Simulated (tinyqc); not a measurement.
UHF in the sto-3g basis, for H2O+, spin multiplicity 2, step by step (part 1 of 2). Computed by tinyqc, a small Python program that keeps every step (integrals from PySCF). Settings: charge = 1, multiplicity = 2, basis = sto-3g, energy threshold = 1e-10, iteration cap = 50, orthogonalisation = symmetric, start = random, DIIS depth = 4, method = UHF. Command: `OMP_NUM_THREADS=1 python tinyqc.py 20767 20768 out.jsonl` (the two numbers bound the seeds that draw the settings). One thread of a shared host (Intel(R) Xeon(R) Processor @ 2.60GHz), about 0.2 s of CPU time with the checks. Later iterations appear only in the table of the cycle.

## One-electron integrals

Geometry (angstrom):
```
atom,x,y,z
O,0.0000,0.0000,0.0000
H,0.0000,0.6800,0.6080
H,0.0000,-0.6800,0.6080
```

Basis sto-3g: exponents (1/bohr^2) and contraction coefficients of normalised primitives:
```
element,l (shell),exponent,coefficient
O,s (1),130.7093,0.1543
O,s (1),23.8089,0.5353
O,s (1),6.4436,0.4446
O,s (2),5.0332,-0.1000
O,s (2),1.1696,0.3995
O,s (2),0.3804,0.7001
O,p (3),5.0332,0.1559
O,p (3),1.1696,0.6077
O,p (3),0.3804,0.3920
H,s (1),3.4253,0.1543
H,s (1),0.6239,0.5353
H,s (1),0.1689,0.4446
```

Overlap, kinetic and nuclear-attraction integrals over the contracted functions; the nuclear repulsion is the sum of Za Zb / Rab.

nuclear repulsion = 9.671126 hartree

overlap S:
```
,1O 1s,1O 2s,1O 2px,1O 2py,1O 2pz,2H 1s,3H 1s
1O 1s,1.0000,0.2367,0.0000,0.0000,0.0000,0.0600,0.0600
1O 2s,0.2367,1.0000,0.0000,0.0000,0.0000,0.5048,0.5048
1O 2px,0.0000,0.0000,1.0000,0.0000,0.0000,0.0000,0.0000
1O 2py,0.0000,0.0000,0.0000,1.0000,0.0000,0.3046,-0.3046
1O 2pz,0.0000,0.0000,0.0000,0.0000,1.0000,0.2724,0.2724
2H 1s,0.0600,0.5048,0.0000,0.3046,0.2724,1.0000,0.3125
3H 1s,0.0600,0.5048,0.0000,-0.3046,0.2724,0.3125,1.0000
```

kinetic energy T (hartree):
```
,1O 1s,1O 2s,1O 2px,1O 2py,1O 2pz,2H 1s,3H 1s
1O 1s,29.0032,-0.1680,0.0000,0.0000,0.0000,0.0011,0.0011
1O 2s,-0.1680,0.8081,0.0000,0.0000,0.0000,0.1514,0.1514
1O 2px,0.0000,0.0000,2.5287,0.0000,0.0000,0.0000,0.0000
1O 2py,0.0000,0.0000,0.0000,2.5287,0.0000,0.2386,-0.2386
1O 2pz,0.0000,0.0000,0.0000,0.0000,2.5287,0.2133,0.2133
2H 1s,0.0011,0.1514,0.0000,0.2386,0.2133,0.7600,0.0248
3H 1s,0.0011,0.1514,0.0000,-0.2386,0.2133,0.0248,0.7600
```

nuclear attraction V (hartree):
```
,1O 1s,1O 2s,1O 2px,1O 2py,1O 2pz,2H 1s,3H 1s
1O 1s,-61.7787,-7.4577,0.0000,0.0000,-0.0228,-1.9503,-1.9503
1O 2s,-7.4577,-10.1918,0.0000,0.0000,-0.2631,-4.2006,-4.2006
1O 2px,0.0000,0.0000,-10.0262,0.0000,0.0000,0.0000,0.0000
1O 2py,0.0000,0.0000,0.0000,-10.1805,0.0000,-2.2557,2.2557
1O 2pz,-0.0228,-0.2631,0.0000,0.0000,-10.1496,-2.1152,-2.1152
2H 1s,-1.9503,-4.2006,0.0000,-2.2557,-2.1152,-6.0526,-2.0469
3H 1s,-1.9503,-4.2006,0.0000,2.2557,-2.1152,-2.0469,-6.0526
```

core Hamiltonian H = T + V (hartree):
```
,1O 1s,1O 2s,1O 2px,1O 2py,1O 2pz,2H 1s,3H 1s
1O 1s,-32.7755,-7.6257,0.0000,0.0000,-0.0228,-1.9492,-1.9492
1O 2s,-7.6257,-9.3837,0.0000,0.0000,-0.2631,-4.0492,-4.0492
1O 2px,0.0000,0.0000,-7.4975,0.0000,0.0000,0.0000,0.0000
1O 2py,0.0000,0.0000,0.0000,-7.6518,0.0000,-2.0171,2.0171
1O 2pz,-0.0228,-0.2631,0.0000,0.0000,-7.6208,-1.9019,-1.9019
2H 1s,-1.9492,-4.0492,0.0000,-2.0171,-1.9019,-5.2925,-2.0220
3H 1s,-1.9492,-4.0492,0.0000,2.0171,-1.9019,-2.0220,-5.2925
```

## Two-electron integrals

Functions are numbered as in S; the eight-fold symmetry (ij|kl) = (ji|kl) = (kl|ij) leaves the list below.

Two-electron integrals (ij|kl) in chemists' order, unique and non-zero (hartree):
```
i,j,k,l,(ij|kl)
1,1,1,1,4.7851
2,1,1,1,0.7414
2,1,2,1,0.1369
2,2,1,1,1.1189
2,2,2,1,0.2566
2,2,2,2,0.8172
3,1,3,1,0.0245
3,2,3,1,0.0378
3,2,3,2,0.1805
3,3,1,1,1.1158
3,3,2,1,0.2567
3,3,2,2,0.8170
3,3,3,3,0.8802
4,1,4,1,0.0245
4,2,4,1,0.0378
4,2,4,2,0.1805
4,3,4,3,0.0474
4,4,1,1,1.1158
4,4,2,1,0.2567
4,4,2,2,0.8170
4,4,3,3,0.7853
4,4,4,4,0.8802
5,1,5,1,0.0245
5,2,5,1,0.0378
5,2,5,2,0.1805
5,3,5,3,0.0474
5,4,5,4,0.0474
5,5,1,1,1.1158
5,5,2,1,0.2567
5,5,2,2,0.8170
5,5,3,3,0.7853
5,5,4,4,0.7853
5,5,5,5,0.8802
6,1,1,1,0.1914
6,1,2,1,0.0350
6,1,2,2,0.0651
6,1,3,3,0.0650
6,1,4,1,0.0012
6,1,4,2,0.0022
6,1,4,4,0.0652
6,1,5,1,0.0011
6,1,5,2,0.0020
6,1,5,4,1.84e-04
6,1,5,5,0.0651
6,1,6,1,0.0091
6,2,1,1,0.4359
6,2,2,1,0.1011
6,2,2,2,0.3530
6,2,3,3,0.3472
6,2,4,1,0.0056
6,2,4,2,0.0416
6,2,4,4,0.3566
6,2,5,1,0.0050
6,2,5,2,0.0372
6,2,5,4,0.0084
6,2,5,5,0.3547
6,2,6,1,0.0263
6,2,6,2,0.1840
6,3,3,1,0.0109
6,3,3,2,0.0623
6,3,4,3,0.0088
6,3,5,3,0.0079
6,3,6,3,0.0272
6,4,1,1,0.2243
6,4,2,1,0.0527
6,4,2,2,0.1967
6,4,3,3,0.1877
6,4,4,1,0.0135
6,4,4,2,0.0845
6,4,4,4,0.2104
6,4,5,1,0.0023
6,4,5,2,0.0199
6,4,5,4,0.0125
6,4,5,5,0.1918
6,4,6,1,0.0144
6,4,6,2,0.1246
6,4,6,4,0.1107
6,5,1,1,0.2006
6,5,2,1,0.0472
6,5,2,2,0.1759
6,5,3,3,0.1678
6,5,4,1,0.0023
6,5,4,2,0.0199
6,5,4,4,0.1724
6,5,5,1,0.0130
6,5,5,2,0.0801
6,5,5,4,0.0130
6,5,5,5,0.1872
6,5,6,1,0.0128
6,5,6,2,0.1114
6,5,6,4,0.0746
6,5,6,5,0.0939
6,6,1,1,0.5540
6,6,2,1,0.1306
6,6,2,2,0.5197
6,6,3,3,0.4985
6,6,4,1,0.0099
6,6,4,2,0.0994
6,6,4,4,0.5335
6,6,5,1,0.0089
6,6,5,2,0.0889
6,6,5,4,0.0313
6,6,5,5,0.5265
6,6,6,1,0.0343
6,6,6,2,0.3313
6,6,6,4,0.2564
6,6,6,5,0.2293
6,6,6,6,0.7746
7,1,1,1,0.1914
7,1,2,1,0.0350
7,1,2,2,0.0651
7,1,3,3,0.0650
7,1,4,1,-0.0012
7,1,4,2,-0.0022
7,1,4,4,0.0652
7,1,5,1,0.0011
7,1,5,2,0.0020
7,1,5,4,-1.84e-04
7,1,5,5,0.0651
7,1,6,1,0.0089
7,1,6,2,0.0256
7,1,6,4,0.0127
7,1,6,5,0.0125
7,1,6,6,0.0330
7,1,7,1,0.0091
7,2,1,1,0.4359
7,2,2,1,0.1011
7,2,2,2,0.3530
7,2,3,3,0.3472
7,2,4,1,-0.0056
7,2,4,2,-0.0416
7,2,4,4,0.3566
7,2,5,1,0.0050
7,2,5,2,0.0372
7,2,5,4,-0.0084
7,2,5,5,0.3547
7,2,6,1,0.0256
7,2,6,2,0.1547
7,2,6,4,0.0713
7,2,6,5,0.0913
7,2,6,6,0.2352
7,2,7,1,0.0263
7,2,7,2,0.1840
7,3,3,1,0.0109
7,3,3,2,0.0623
7,3,4,3,-0.0088
7,3,5,3,0.0079
7,3,6,3,0.0223
7,3,7,3,0.0272
7,4,1,1,-0.2243
7,4,2,1,-0.0527
7,4,2,2,-0.1967
7,4,3,3,-0.1877
7,4,4,1,0.0135
7,4,4,2,0.0845
7,4,4,4,-0.2104
7,4,5,1,-0.0023
7,4,5,2,-0.0199
7,4,5,4,0.0125
7,4,5,5,-0.1918
7,4,6,1,-0.0127
7,4,6,2,-0.0713
7,4,6,4,-0.0108
7,4,6,5,-0.0410
7,4,6,6,-0.0931
7,4,7,1,-0.0144
7,4,7,2,-0.1246
7,4,7,4,0.1107
7,5,1,1,0.2006
7,5,2,1,0.0472
7,5,2,2,0.1759
7,5,3,3,0.1678
7,5,4,1,-0.0023
7,5,4,2,-0.0199
7,5,4,4,0.1724
7,5,5,1,0.0130
7,5,5,2,0.0801
7,5,5,4,-0.0130
7,5,5,5,0.1872
7,5,6,1,0.0125
7,5,6,2,0.0913
7,5,6,4,0.0410
7,5,6,5,0.0754
7,5,6,6,0.1532
7,5,7,1,0.0128
7,5,7,2,0.1114
7,5,7,4,-0.0746
7,5,7,5,0.0939
7,6,1,1,0.2015
7,6,2,1,0.0472
7,6,2,2,0.1786
7,6,3,3,0.1743
7,6,4,4,0.1773
7,6,5,1,0.0037
7,6,5,2,0.0324
7,6,5,5,0.1841
7,6,6,1,0.0122
7,6,6,2,0.0936
7,6,6,4,0.0542
7,6,6,5,0.0637
7,6,6,6,0.1745
7,6,7,1,0.0122
7,6,7,2,0.0936
7,6,7,4,-0.0542
7,6,7,5,0.0637
7,6,7,6,0.0572
7,7,1,1,0.5540
7,7,2,1,0.1306
7,7,2,2,0.5197
7,7,3,3,0.4985
7,7,4,1,-0.0099
7,7,4,2,-0.0994
7,7,4,4,0.5335
7,7,5,1,0.0089
7,7,5,2,0.0889
7,7,5,4,-0.0313
7,7,5,5,0.5265
7,7,6,1,0.0330
7,7,6,2,0.2352
7,7,6,4,0.0931
7,7,6,5,0.1532
7,7,6,6,0.3769
7,7,7,1,0.0343
7,7,7,2,0.3313
7,7,7,4,-0.2564
7,7,7,5,0.2293
7,7,7,6,0.1745
7,7,7,7,0.7746
```

## Orthogonalisation

S = U s U^T; symmetric (Loewdin) form X = U s^(-1/2) U^T, so that X^T S X = 1.

eigenvalues of S: 0.3126  0.3855  0.8799  1.0000  1.0986  1.3020  2.0215

X:
```
,1O 1s,1O 2s,1O 2px,1O 2py,1O 2pz,2H 1s,3H 1s
1O 1s,1.0243,-0.1455,0.0000,0.0000,-0.0120,0.0225,0.0225
1O 2s,-0.1455,1.2834,0.0000,0.0000,0.1383,-0.3215,-0.3215
1O 2px,0.0000,0.0000,1.0000,0.0000,0.0000,0.0000,0.0000
1O 2py,0.0000,0.0000,0.0000,1.1183,0.0000,-0.2440,0.2440
1O 2pz,-0.0120,0.1383,0.0000,0.0000,1.0732,-0.1707,-0.1707
2H 1s,0.0225,-0.3215,0.0000,-0.2440,-0.1707,1.2499,-0.1187
3H 1s,0.0225,-0.3215,0.0000,0.2440,-0.1707,-0.1187,1.2499
```

## Starting guess

The start is random orthonormal orbitals; D(s) = C_occ C_occ^T for each spin.

D(alpha) at the start:
```
,1O 1s,1O 2s,1O 2px,1O 2py,1O 2pz,2H 1s,3H 1s
1O 1s,0.7214,-0.4255,-0.0118,0.3760,-0.1181,0.3025,0.3728
1O 2s,-0.4255,1.0669,0.5415,0.1649,0.1883,-0.6387,-0.6019
1O 2px,-0.0118,0.5415,0.6351,-0.0448,0.1556,-0.0744,-0.0868
1O 2py,0.3760,0.1649,-0.0448,0.9570,0.0948,-0.8399,0.2959
1O 2pz,-0.1181,0.1883,0.1556,0.0948,1.1489,-0.3476,-0.3281
2H 1s,0.3025,-0.6387,-0.0744,-0.8399,-0.3476,1.6306,-0.4062
3H 1s,0.3728,-0.6019,-0.0868,0.2959,-0.3281,-0.4062,1.5269
```

D(beta) at the start:
```
,1O 1s,1O 2s,1O 2px,1O 2py,1O 2pz,2H 1s,3H 1s
1O 1s,0.6781,-0.4322,0.0684,0.2658,-0.0921,0.3234,0.4886
1O 2s,-0.4322,1.0659,0.5538,0.1480,0.1923,-0.6355,-0.5842
1O 2px,0.0684,0.5538,0.4867,0.1590,0.1075,-0.1131,-0.3011
1O 2py,0.2658,0.1480,0.1590,0.6770,0.1608,-0.7867,0.5903
1O 2pz,-0.0921,0.1923,0.1075,0.1608,1.1333,-0.3602,-0.3976
2H 1s,0.3234,-0.6355,-0.1131,-0.7867,-0.3602,1.6205,-0.4621
3H 1s,0.4886,-0.5842,-0.3011,0.5903,-0.3976,-0.4621,1.2174
```

## Iteration 1: building the Fock matrix

J_ij = sum D_kl (ij|kl) with D = D(alpha) + D(beta), K_ij = sum D_kl (ik|jl) for each spin; F = H + J - K(s); E = tr D H + tr D J / 2 - 0.5 sum_s tr D(s) K(s) + E_nn.

Coulomb J (hartree):
```
,1O 1s,1O 2s,1O 2px,1O 2py,1O 2pz,2H 1s,3H 1s
1O 1s,13.1268,2.5507,0.0730,0.0386,-0.0050,0.6532,0.6492
1O 2s,2.5507,6.7547,0.3280,0.0790,0.0914,3.0140,2.9741
1O 2px,0.0730,0.3280,6.6734,0.0144,0.0159,0.1164,0.1105
1O 2py,0.0386,0.0790,0.0144,6.7531,0.0205,1.7299,-1.6507
1O 2pz,-0.0050,0.0914,0.0159,0.0205,6.8211,1.5843,1.5545
2H 1s,0.6532,3.0140,0.1164,1.7299,1.5843,4.8483,1.5782
3H 1s,0.6492,2.9741,0.1105,-1.6507,1.5545,1.5782,4.7216
```

exchange K(alpha) (hartree):
```
,1O 1s,1O 2s,1O 2px,1O 2py,1O 2pz,2H 1s,3H 1s
1O 1s,3.2231,0.5383,0.1337,0.4180,-0.0292,0.2927,0.1488
1O 2s,0.5383,0.8183,0.4706,0.0347,-0.1244,0.3383,0.3679
1O 2px,0.1337,0.4706,0.7343,-0.0349,0.1013,0.1832,0.1968
1O 2py,0.4180,0.0347,-0.0349,0.7767,-0.0197,0.1272,-0.3126
1O 2pz,-0.0292,-0.1244,0.1013,-0.0197,1.0365,0.1828,0.2058
2H 1s,0.2927,0.3383,0.1832,0.1272,0.1828,0.6194,0.1664
3H 1s,0.1488,0.3679,0.1968,-0.3126,0.2058,0.1664,0.7779
```

exchange K(beta) (hartree):
```
,1O 1s,1O 2s,1O 2px,1O 2py,1O 2pz,2H 1s,3H 1s
1O 1s,3.0440,0.5350,0.2096,0.2970,0.0177,0.2904,0.2125
1O 2s,0.5350,0.6681,0.4029,0.1686,-0.1894,0.2868,0.1666
1O 2px,0.2096,0.4029,0.5768,0.1694,0.0168,0.1635,0.0391
1O 2py,0.2970,0.1686,0.1694,0.3904,0.1325,0.1625,0.0195
1O 2pz,0.0177,-0.1894,0.0168,0.1325,0.9322,0.1546,0.0325
2H 1s,0.2904,0.2868,0.1635,0.1625,0.1546,0.5952,0.0900
3H 1s,0.2125,0.1666,0.0391,0.0195,0.0325,0.0900,0.3104
```

F(alpha) (hartree):
```
,1O 1s,1O 2s,1O 2px,1O 2py,1O 2pz,2H 1s,3H 1s
1O 1s,-22.8718,-5.6133,-0.0607,-0.3794,0.0014,-1.5886,-1.4488
1O 2s,-5.6133,-3.4473,-0.1427,0.0443,-0.0473,-1.3735,-1.4430
1O 2px,-0.0607,-0.1427,-1.5584,0.0492,-0.0853,-0.0668,-0.0863
1O 2py,-0.3794,0.0443,0.0492,-1.6754,0.0402,-0.4143,0.6790
1O 2pz,0.0014,-0.0473,-0.0853,0.0402,-1.8363,-0.5004,-0.5532
2H 1s,-1.5886,-1.3735,-0.0668,-0.4143,-0.5004,-1.0636,-0.6102
3H 1s,-1.4488,-1.4430,-0.0863,0.6790,-0.5532,-0.6102,-1.3488
```

F(beta) (hartree):
```
,1O 1s,1O 2s,1O 2px,1O 2py,1O 2pz,2H 1s,3H 1s
1O 1s,-22.6927,-5.6100,-0.1366,-0.2584,-0.0455,-1.5864,-1.5125
1O 2s,-5.6100,-3.2971,-0.0749,-0.0896,0.0177,-1.3220,-1.2417
1O 2px,-0.1366,-0.0749,-1.4009,-0.1550,-0.0008,-0.0470,0.0714
1O 2py,-0.2584,-0.0896,-0.1550,-1.2890,-0.1121,-0.4497,0.3469
1O 2pz,-0.0455,0.0177,-0.0008,-0.1121,-1.7320,-0.4722,-0.3798
2H 1s,-1.5864,-1.3220,-0.0470,-0.4497,-0.4722,-1.0394,-0.5339
3H 1s,-1.5125,-1.2417,0.0714,0.3469,-0.3798,-0.5339,-0.8813
```

total energy of this density = -54.429939 hartree

## Iteration 1: diagonalisation and new density

Diagonalise F' = X^T F X, C = X C', fill 5 alpha and 4 beta electrons from the bottom; D(s) = C_occ C_occ^T. Each column has its largest component positive (the first on a tie).

F' = X^T F X (alpha) (hartree):
```
,1,2,3,4,5,6,7
1,-22.5221,-2.6247,-0.0439,-0.3997,0.0178,-0.3767,-0.3649
2,-2.6247,-2.3596,-0.1369,0.0302,0.0526,-0.4055,-0.4240
3,-0.0439,-0.1369,-1.5584,0.0503,-0.0845,-0.0262,-0.0289
4,-0.3997,0.0302,0.0503,-1.5696,0.0050,-0.1423,0.3489
5,0.0178,0.0526,-0.0845,0.0050,-1.7790,-0.1770,-0.1990
6,-0.3767,-0.4055,-0.0262,-0.1423,-0.1770,-0.5349,-0.0643
7,-0.3649,-0.4240,-0.0289,0.3489,-0.1990,-0.0643,-0.7649
```

orbital energies (alpha) (hartree): MO1 -22.8814, MO2 -2.2718, MO3 -1.8457, MO4 -1.6521, MO5 -1.5143, MO6 -0.5206, MO7 -0.4024

coefficients C (alpha):
```
,MO1,MO2,MO3,MO4,MO5,MO6,MO7
1O 1s,0.9977,-0.2360,0.0651,-0.0851,0.0330,0.0525,0.0715
1O 2s,0.0072,0.9895,-0.2716,0.3387,-0.1381,-0.5319,-0.6516
1O 2px,0.0029,0.2100,0.1855,-0.0089,0.9594,0.0291,0.0098
1O 2py,0.0202,-0.2299,-0.0905,0.9155,0.0616,0.5954,-0.3344
1O 2pz,-0.0016,0.1859,0.9340,0.2264,-0.2059,-0.3152,-0.3598
2H 1s,-0.0012,-0.0510,0.0017,-0.0522,0.0037,-0.2236,1.3090
3H 1s,0.0068,-0.0093,0.0443,-0.1709,-0.0486,1.3165,0.0471
```

F' = X^T F X (beta) (hartree):
```
,1,2,3,4,5,6,7
1,-22.3348,-2.6478,-0.1285,-0.2663,-0.0296,-0.3865,-0.4188
2,-2.6478,-2.2484,-0.0842,-0.0537,0.0858,-0.3956,-0.3506
3,-0.1285,-0.0842,-1.4009,-0.1444,-0.0138,-0.0083,0.0781
4,-0.2663,-0.0537,-0.1444,-1.2282,-0.1052,-0.1687,0.1570
5,-0.0296,0.0858,-0.0138,-0.1052,-1.7028,-0.1677,-0.1096
6,-0.3865,-0.3956,-0.0083,-0.1687,-0.1677,-0.5274,-0.0471
7,-0.4188,-0.3506,0.0781,0.1570,-0.1096,-0.0471,-0.4076
```

orbital energies (beta) (hartree): MO1 -22.7004, MO2 -2.0460, MO3 -1.7661, MO4 -1.4871, MO5 -1.1659, MO6 -0.3912, MO7 -0.2934

coefficients C (beta):
```
,MO1,MO2,MO3,MO4,MO5,MO6,MO7
1O 1s,0.9974,-0.2634,-0.0186,0.0148,-0.0026,0.0575,0.0604
1O 2s,0.0087,1.1021,0.0756,-0.0862,-0.0351,-0.5046,-0.6406
1O 2px,0.0065,0.0873,0.1282,0.8304,-0.5307,0.0242,0.0637
1O 2py,0.0144,0.0296,0.2538,0.4780,0.8351,-0.4969,0.3625
1O 2pz,0.0004,-0.0138,0.9784,-0.2299,-0.1785,-0.2692,-0.3385
2H 1s,-0.0003,-0.0549,-0.0258,-0.0179,0.0308,1.3232,0.1148
3H 1s,0.0071,-0.1078,-0.0665,-0.0418,0.0428,-0.2882,1.2908
```

D(alpha) after iteration 1:
```
,1O 1s,1O 2s,1O 2px,1O 2py,1O 2pz,2H 1s,3H 1s
1O 1s,1.0637,-0.2774,-0.0022,-0.0074,-0.0107,0.0155,0.0248
1O 2s,-0.2774,1.1867,0.0219,0.0988,0.0354,-0.0691,-0.0723
1O 2px,-0.0022,0.0219,0.9991,-0.0141,0.0127,-0.0064,-0.0388
1O 2py,-0.0074,0.0988,-0.0141,0.9034,0.0673,-0.0360,-0.1612
1O 2pz,-0.0107,0.0354,0.0127,0.0673,1.0005,-0.0204,0.0109
2H 1s,0.0155,-0.0691,-0.0064,-0.0360,-0.0204,0.0053,0.0093
3H 1s,0.0248,-0.0723,-0.0388,-0.1612,0.0109,0.0093,0.0337
```

D(beta) after iteration 1:
```
,1O 1s,1O 2s,1O 2px,1O 2py,1O 2pz,2H 1s,3H 1s
1O 1s,1.0647,-0.2843,-0.0066,0.0089,-0.0176,0.0144,0.0361
1O 2s,-0.2843,1.2279,0.0344,0.0108,0.0786,-0.0609,-0.1202
1O 2px,-0.0066,0.0344,0.7137,0.4322,-0.0667,-0.0229,-0.0526
1O 2py,0.0089,0.0108,0.4322,0.2940,0.1380,-0.0167,-0.0399
1O 2pz,-0.0176,0.0786,-0.0667,0.1380,1.0104,-0.0204,-0.0540
2H 1s,0.0144,-0.0609,-0.0229,-0.0167,-0.0204,0.0040,0.0084
3H 1s,0.0361,-0.1202,-0.0526,-0.0399,-0.0540,0.0084,0.0178
```

## Iteration 2: building the Fock matrix

As before.

Coulomb J (hartree):
```
,1O 1s,1O 2s,1O 2px,1O 2py,1O 2pz,2H 1s,3H 1s
1O 1s,17.3718,3.2655,0.0012,0.0017,0.0034,0.8353,0.8350
1O 2s,3.2655,7.9380,0.0046,-0.0023,0.0144,3.3366,3.3388
1O 2px,0.0012,0.0046,7.9380,0.0408,-0.0070,0.0077,-0.0077
1O 2py,0.0017,-0.0023,0.0408,7.8914,0.0129,1.8151,-1.8185
1O 2pz,0.0034,0.0144,-0.0070,0.0129,7.9616,1.6411,1.6394
2H 1s,0.8353,3.3366,0.0077,1.8151,1.6411,4.7340,1.6552
3H 1s,0.8350,3.3388,-0.0077,-1.8185,1.6394,1.6552,4.7521
```

exchange K(alpha) (hartree):
```
,1O 1s,1O 2s,1O 2px,1O 2py,1O 2pz,2H 1s,3H 1s
1O 1s,4.9186,0.8525,0.0005,0.0028,-0.0003,0.2288,0.2311
1O 2s,0.8525,1.4251,0.0027,0.0052,0.0096,0.5788,0.5941
1O 2px,0.0005,0.0027,1.1757,-0.0053,0.0027,-0.0027,-0.0079
1O 2py,0.0028,0.0052,-0.0053,1.1430,0.0112,0.2531,-0.3148
1O 2pz,-0.0003,0.0096,0.0027,0.0112,1.1733,0.2441,0.2557
2H 1s,0.2288,0.5788,-0.0027,0.2531,0.2441,0.3843,0.2321
3H 1s,0.2311,0.5941,-0.0079,-0.3148,0.2557,0.2321,0.4675
```

exchange K(beta) (hartree):
```
,1O 1s,1O 2s,1O 2px,1O 2py,1O 2pz,2H 1s,3H 1s
1O 1s,4.8972,0.8180,-0.0032,0.0071,-0.0009,0.2186,0.2170
1O 2s,0.8180,1.2530,0.0014,0.0005,0.0095,0.5085,0.4887
1O 2px,-0.0032,0.0014,0.8950,0.3657,-0.0688,0.0644,-0.1152
1O 2py,0.0071,0.0005,0.3657,0.5477,0.1126,0.1418,-0.1084
1O 2pz,-0.0009,0.0095,-0.0688,0.1126,1.1117,0.2524,0.1893
2H 1s,0.2186,0.5085,0.0644,0.1418,0.2524,0.3251,0.2208
3H 1s,0.2170,0.4887,-0.1152,-0.1084,0.1893,0.2208,0.2847
```

F(alpha) (hartree):
```
,1O 1s,1O 2s,1O 2px,1O 2py,1O 2pz,2H 1s,3H 1s
1O 1s,-20.3223,-5.2127,0.0007,-0.0010,-0.0191,-1.3427,-1.3453
1O 2s,-5.2127,-2.8708,0.0019,-0.0075,-0.2583,-1.2914,-1.3045
1O 2px,0.0007,0.0019,-0.7352,0.0461,-0.0097,0.0104,0.0002
1O 2py,-0.0010,-0.0075,0.0461,-0.9034,0.0018,-0.4550,0.5133
1O 2pz,-0.0191,-0.2583,-0.0097,0.0018,-0.8326,-0.5049,-0.5182
2H 1s,-1.3427,-1.2914,0.0104,-0.4550,-0.5049,-0.9429,-0.5990
3H 1s,-1.3453,-1.3045,0.0002,0.5133,-0.5182,-0.5990,-1.0080
```

F(beta) (hartree):
```
,1O 1s,1O 2s,1O 2px,1O 2py,1O 2pz,2H 1s,3H 1s
1O 1s,-20.3010,-5.1783,0.0043,-0.0054,-0.0185,-1.3325,-1.3312
1O 2s,-5.1783,-2.6986,0.0032,-0.0028,-0.2582,-1.2211,-1.1991
1O 2px,0.0043,0.0032,-0.4544,-0.3249,0.0618,-0.0567,0.1075
1O 2py,-0.0054,-0.0028,-0.3249,-0.3081,-0.0996,-0.3437,0.3069
1O 2pz,-0.0185,-0.2582,0.0618,-0.0996,-0.7710,-0.5132,-0.4517
2H 1s,-1.3325,-1.2211,-0.0567,-0.3437,-0.5132,-0.8836,-0.5877
3H 1s,-1.3312,-1.1991,0.1075,0.3069,-0.4517,-0.5877,-0.8252
```

total energy of this density = -73.986190 hartree

## Iteration 2: DIIS over 2 matrices

error matrix X^T (FDS - SDF) X (alpha):
```
,1,2,3,4,5,6,7
1,0.0000,0.0838,-0.0091,-0.0662,0.0544,-0.1213,-0.2466
2,-0.0838,0.0000,0.0059,0.0323,0.0414,0.1821,0.1352
3,0.0091,-0.0059,0.0000,0.0025,-0.0072,0.0043,-0.0051
4,0.0662,-0.0323,-0.0025,0.0000,-0.0304,0.2654,-0.2193
5,-0.0544,-0.0414,0.0072,0.0304,0.0000,0.2093,0.1725
6,0.1213,-0.1821,-0.0043,-0.2654,-0.2093,0.0000,0.0413
7,0.2466,-0.1352,0.0051,0.2193,-0.1725,-0.0413,0.0000
```

B (overlaps of the stored error matrices):
```
,1,2
1,4.4597516e+02,9.0200153e+00
2,9.0200153e+00,1.2784621e+00
```

Minimise |sum c_i e_i|^2 with sum c_i = 1: solve [B -1; -1 0][c; lambda] = [0; -1] with B_ij = tr e_i^T e_j summed over both spins, and take F = sum c_i F_i.

DIIS coefficients: -0.0180  1.0180

extrapolated F(alpha) (hartree):
```
,1O 1s,1O 2s,1O 2px,1O 2py,1O 2pz,2H 1s,3H 1s
1O 1s,-20.2763,-5.2055,0.0018,0.0058,-0.0195,-1.3383,-1.3434
1O 2s,-5.2055,-2.8604,0.0045,-0.0084,-0.2621,-1.2899,-1.3020
1O 2px,0.0018,0.0045,-0.7203,0.0460,-0.0083,0.0118,0.0018
1O 2py,0.0058,-0.0084,0.0460,-0.8895,0.0011,-0.4558,0.5104
1O 2pz,-0.0195,-0.2621,-0.0083,0.0011,-0.8145,-0.5049,-0.5176
2H 1s,-1.3383,-1.2899,0.0118,-0.4558,-0.5049,-0.9407,-0.5988
3H 1s,-1.3434,-1.3020,0.0018,0.5104,-0.5176,-0.5988,-1.0018
```

extrapolated F(beta) (hartree):
```
,1O 1s,1O 2s,1O 2px,1O 2py,1O 2pz,2H 1s,3H 1s
1O 1s,-20.2578,-5.1705,0.0069,-0.0008,-0.0181,-1.3279,-1.3279
1O 2s,-5.1705,-2.6878,0.0046,-0.0012,-0.2632,-1.2193,-1.1983
1O 2px,0.0069,0.0046,-0.4374,-0.3280,0.0629,-0.0569,0.1082
1O 2py,-0.0008,-0.0012,-0.3280,-0.2904,-0.0994,-0.3418,0.3062
1O 2pz,-0.0181,-0.2632,0.0629,-0.0994,-0.7537,-0.5139,-0.4530
2H 1s,-1.3279,-1.2193,-0.0569,-0.3418,-0.5139,-0.8808,-0.5886
3H 1s,-1.3279,-1.1983,0.1082,0.3062,-0.4530,-0.5886,-0.8242
```
